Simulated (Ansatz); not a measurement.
# CHO3S: the cost of one run

Computed with Ansatz 0.2.0 (the levels named in each step, unless a step's input says otherwise).

## (1) The starting structure

Bond lengths: O1–S2 1.449 Å, S2–O3 1.462 Å, S2–C4 2.007 Å, C4–O5 1.170 Å, C4–H6 1.096 Å. Angles: O1–S2–O3 115.7°, O1–S2–C4 104.4°, O3–S2–C4 89.3°, S2–C4–O5 122.5°, S2–C4–H6 106.5°, O5–C4–H6 129.8°.

As a file:

```xyz
6

O     1.5682    0.1636   -0.7921
S     0.1958    0.4863   -0.4593
O    -0.8270   -0.2637   -1.1871
C    -0.1926   -0.6151    1.1725
O    -1.0097   -0.3138    1.9542
H     0.3286   -1.5692    1.0362
```

## (2) A rough first relaxation, PBE-D4/def2-SVP

This run stands in another session on the same molecule. It ended at:

```xyz
6

O     1.5959    0.2345   -0.6554
S     0.1142    0.4462   -0.5101
O    -0.8308   -0.2802   -1.4327
C    -0.2329   -0.6295    1.1844
O    -0.8445   -0.2554    2.1255
H     0.2612   -1.6276    1.0127
```

## (3) Relaxation, r2SCAN-D4/def2-TZVPP

The input, input.yaml:

```yaml
crystal:
  periodic: [false, false, false]
  atoms:
    - { symbol: O, position_ang: [1.59591771, 0.23454012, -0.65538481] }
    - { symbol: S, position_ang: [0.11424042, 0.44620809, -0.51006523] }
    - { symbol: O, position_ang: [-0.83080565, -0.28017264, -1.43267628] }
    - { symbol: C, position_ang: [-0.23293985, -0.62946971, 1.18441964] }
    - { symbol: O, position_ang: [-0.84445361, -0.25543873, 2.12545789] }
    - { symbol: H, position_ang: [0.26124097, -1.62760712, 1.0126688] }
magnetization:
  spin_polarized: true
  initial_magnetization: 1
basis:
  gaussian: { orbitals: def2-TZVPP }
hamiltonian:
  xc: r2scan
  dispersion: d4
relax:
  f_tol: 0.002
  max_steps: 150
```

Command:

```bash
$ ansatz run input.yaml --threads 4 --pin off --max-ram 10240MiB --backend cpu --events-out ev --progress --plain --runs-dir out
```

**Question.** How long does this run take on 4 threads of Intel Xeon Platinum 8488C (Sapphire Rapids), shared host, and how much memory does it need?

About 43 s, with a peak of 0.31 GiB.
